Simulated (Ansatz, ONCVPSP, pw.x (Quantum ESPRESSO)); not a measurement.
# What a changed setting does to a pw.x run (fcc H)

Potential: optimised norm-conserving Vanderbilt (ONCV), ONCVPSP 4.0.1.1 (patched build), PBEsol; core none, reference 1s1; waves: 1s: rc 1.00 bohr, ncon 3, nbas 6, qcut 6.1 1/bohr, 2 projectors, debl 0.25 Ha; p scattering state at 0.33 Ha: rc 0.95 bohr, ncon 3, nbas 6, qcut 9.9 1/bohr, 2 projectors, debl 1.3 Ha; local part: polynomial inside 0.75 bohr (lpopt 4, dvloc0 3 Ha); core correction: none.

The reference run (k-mesh 18³, cutoffs 95/380 Ry, Fermi–Dirac 0.01 Ry, mixing_beta 0.4, conv_thr 1e-9, no spin) gives -0.77 GPa at 2.917 Å³/atom, where all-electron LAPW gives -0.10 GPa. This run, with its own iteration cap, changes smearing to mp.

```
&control
  calculation='scf', prefix='x', pseudo_dir='./', outdir='./tmp', tstress=.true., disk_io='none'
/
&system
  ibrav=0, nat=1, ntyp=1, ecutwfc=95, ecutrho=380, nbnd=7,
  occupations='smearing', smearing='mp', degauss=0.01
/
&electrons
  conv_thr=1e-09, mixing_beta=0.4, electron_maxstep=50
/
ATOMIC_SPECIES
H 1.0 H.UPF
CELL_PARAMETERS angstrom
  0.00000000 1.13405855 1.13405855
  1.13405855 0.00000000 1.13405855
  1.13405855 1.13405855 0.00000000
ATOMIC_POSITIONS crystal
H 0.0000 0.0000 0.0000
K_POINTS automatic
18 18 18 0 0 0
```

```bash
pw.x < H.scf.in > H.scf.out
```

Problem. How does the run end?

Solution. It converges in 3 iterations; the free energy moves by +3.1 meV/atom and the pressure by -0.07 GPa. This scheme is built to cancel the term in the square of the width that Fermi–Dirac smearing leaves in the F of a metal.

```
Message from routine setup:
     using ibrav=0 with symmetry is DISCOURAGED, use correct ibrav instead
     lattice parameter (alat)  =       3.0307  a.u.
     unit-cell volume          =      19.6849 (a.u.)^3
     number of electrons       =         1.00
     number of Kohn-Sham states=            7
     kinetic-energy cutoff     =      95.0000  Ry
     charge density cutoff     =     380.0000  Ry
     scf convergence threshold =      1.0E-09
     Exchange-correlation= PBESOL
     number of k points=   195  Methfessel-Paxton smearing, width (Ry)=  0.0100
     iteration #  1     ecut=    95.00 Ry     beta= 0.40
     total energy              =      -1.07144552 Ry
     estimated scf accuracy    <       0.00000715 Ry
     iteration #  2     ecut=    95.00 Ry     beta= 0.40
     total energy              =      -1.07144751 Ry
     estimated scf accuracy    <       0.00000263 Ry
     iteration #  3     ecut=    95.00 Ry     beta= 0.40
     the Fermi energy is     3.9232 ev
!    total energy              =      -1.07144754 Ry
     estimated scf accuracy    <          7.7E-11 Ry
     smearing contrib. (-TS)   =      -0.00001049 Ry
     The total energy is F=E-TS. E is the sum of the following terms:
     one-electron contribution =       0.64540845 Ry
     hartree contribution      =       0.01652869 Ry
     xc contribution           =      -0.66367434 Ry
     ewald contribution        =      -1.06969985 Ry
     convergence has been achieved in   3 iterations
          total   stress  (Ry/bohr**3)                   (kbar)     P=       -8.39
     Message from routine punch:
     Nothing written, as per user request (disk_io='none')
```

The run took about 2.4 s on one core of a shared host (Intel(R) Xeon(R) Platinum 8375C CPU @ 2.90GHz, 64 threads, 496 GiB, load 26).
